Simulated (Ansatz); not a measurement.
Cartesian coordinates (Å):
SMILES: [OH]
```xyz
2

O      0.4929     0.0000     0.0000
H     -0.4929     0.0000     0.0000
```
Charge 0, spin multiplicity 2.

Level of theory: frozen-core CCSD(T)/def2-TZVPP // PBE-D3(BJ)/def2-TZVP (Ansatz, a program for electronic structure).

```json
{
  "HF energy": "-75.42301 Ha",
  "MP2 correlation energy": "-0.19912 Ha"
}
```

Estimate the CCSD correlation energy, the (T) correction, the total energy and the T1 diagnostic.


- CCSD correlation energy: -0.21320 Ha
- (T) correction: -0.00510 Ha
- CCSD(T) total energy: -75.64131 Ha
- T1 diagnostic: 0.008
